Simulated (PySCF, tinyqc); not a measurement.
Inside a calculation. Method: RHF in the sto-6g basis, for BH, spin multiplicity 1. The lowest restricted solution is unstable here: a spin-polarised one lies 0.0945 hartree lower (PySCF). One step of it, computed by the program tinyqc.

Task: Iteration 4: building the Fock matrix. J_ij = sum D_kl (ij|kl), K_ij = sum D_kl (ik|jl); F = H + J - 0.5 K; E = tr D H + tr D J / 2 - 0.25 tr D K + E_nn.

D after iteration 3, order 1B 1s, 1B 2s, 1B 2px, 1B 2py, 1B 2pz, 2H 1s:
```
[[2.083744, -0.381688, 0.000000, 0.000000, 0.003777, -0.147206],
 [-0.381688, 1.459809, 0.000000, 0.000000, -0.015432, 0.511094],
 [0.000000, 0.000000, 1.418480, -0.882243, 0.000000, 0.000000],
 [0.000000, 0.000000, -0.882243, 0.661520, 0.000000, 0.000000],
 [0.003777, -0.015432, 0.000000, 0.000000, 0.000898, 0.007092],
 [-0.147206, 0.511094, 0.000000, 0.000000, 0.007092, 0.488501]]
```

core Hamiltonian H = T + V (hartree), order 1B 1s, 1B 2s, 1B 2px, 1B 2py, 1B 2pz, 2H 1s:
```
[[-12.664235, -3.136281, 0.000000, 0.000000, -0.004771, -0.050209],
 [-3.136281, -3.595364, 0.000000, 0.000000, -0.046396, -0.232887],
 [0.000000, 0.000000, -2.837634, 0.000000, 0.000000, 0.000000],
 [0.000000, 0.000000, 0.000000, -2.837634, 0.000000, 0.000000],
 [-0.004771, -0.046396, 0.000000, 0.000000, -2.858728, -0.276165],
 [-0.050209, -0.232887, 0.000000, 0.000000, -0.276165, -1.569736]]
```

Two-electron integrals (ij|kl) in chemists' order, unique and non-zero (hartree):
```
(11|11) 2.924993   (21|11) 0.480756   (21|21) 0.099484   (22|11) 0.743449
(22|21) 0.188967   (22|22) 0.544922   (31|31) 0.021096   (32|31) 0.030854
(32|32) 0.120443   (33|11) 0.743450   (33|21) 0.188967   (33|22) 0.544922
(33|33) 0.587109   (41|41) 0.021096   (42|41) 0.030854   (42|42) 0.120443
(43|43) 0.031641   (44|11) 0.743450   (44|21) 0.188967   (44|22) 0.544922
(44|33) 0.523827   (44|44) 0.587109   (51|51) 0.021096   (52|51) 0.030854
(52|52) 0.120443   (53|53) 0.031641   (54|54) 0.031641   (55|11) 0.743450
(55|21) 0.188967   (55|22) 0.544922   (55|33) 0.523827   (55|44) 0.523827
(55|55) 0.587109   (61|11) 0.007754   (61|21) 0.001563   (61|22) 0.002973
(61|33) 0.002957   (61|44) 0.002957   (61|51) 0.000123   (61|52) 0.000243
(61|55) 0.003004   (61|61) 0.000025   (62|11) 0.035202   (62|21) 0.009206
(62|22) 0.031508   (62|33) 0.030575   (62|44) 0.030575   (62|51) 0.000988
(62|52) 0.007085   (62|55) 0.033376   (62|61) 0.000156   (62|62) 0.003538
(63|31) 0.000667   (63|32) 0.003573   (63|53) 0.001112   (63|63) 0.000251
(64|41) 0.000667   (64|42) 0.003573   (64|54) 0.001112   (64|64) 0.000251
(65|11) 0.040836   (65|21) 0.010769   (65|22) 0.038302   (65|33) 0.036643
(65|44) 0.036643   (65|51) 0.001598   (65|52) 0.011012   (65|55) 0.041620
(65|61) 0.000187   (65|62) 0.004923   (65|65) 0.006986   (66|11) 0.219737
(66|21) 0.058204   (66|22) 0.219395   (66|33) 0.212615   (66|44) 0.212615
(66|51) 0.004764   (66|52) 0.045889   (66|55) 0.232954   (66|61) 0.000974
(66|62) 0.038139   (66|65) 0.056238   (66|66) 0.774999
```

nuclear repulsion = 1.09878989 hartree

Give: Coulomb J; exchange K; Fock matrix F; total energy of this density.

Result:

Coulomb J (hartree), order 1B 1s, 1B 2s, 1B 2px, 1B 2py, 1B 2pz, 2H 1s:
```
[[8.5019, 1.6324, 0.0000, 0.0000, 0.0025, 0.0261],
 [1.6324, 3.4734, 0.0000, 0.0000, 0.0263, 0.1980],
 [0.0000, 0.0000, 3.5149, -0.0558, 0.0000, 0.0000],
 [0.0000, 0.0000, -0.0558, 3.4670, 0.0000, 0.0000],
 [0.0025, 0.0263, 0.0000, 0.0000, 3.4381, 0.2413],
 [0.0261, 0.1980, 0.0000, 0.0000, 0.2413, 1.5929]]
```

exchange K (hartree), order 1B 1s, 1B 2s, 1B 2px, 1B 2py, 1B 2pz, 2H 1s:
```
[[5.9164, 1.0210, 0.0000, 0.0000, -0.0008, 0.0149],
 [1.0210, 1.1405, 0.0000, 0.0000, 0.0147, 0.1757],
 [0.0000, 0.0000, 1.0536, -0.4901, 0.0000, 0.0000],
 [0.0000, 0.0000, -0.4901, 0.6331, 0.0000, 0.0000],
 [-0.0008, 0.0147, 0.0000, 0.0000, 0.2774, 0.0662],
 [0.0149, 0.1757, 0.0000, 0.0000, 0.0662, 0.4236]]
```

Fock matrix F (hartree), order 1B 1s, 1B 2s, 1B 2px, 1B 2py, 1B 2pz, 2H 1s:
```
[[-7.1205, -2.0143, 0.0000, 0.0000, -0.0018, -0.0316],
 [-2.0143, -0.6922, 0.0000, 0.0000, -0.0275, -0.1227],
 [0.0000, 0.0000, 0.1505, 0.1892, 0.0000, 0.0000],
 [0.0000, 0.0000, 0.1892, 0.3129, 0.0000, 0.0000],
 [-0.0018, -0.0275, 0.0000, 0.0000, 0.4407, -0.0680],
 [-0.0316, -0.1227, 0.0000, 0.0000, -0.0680, -0.1886]]
```

total energy of this density = -24.187463 hartree

This density is a damped mixture and is not idempotent.
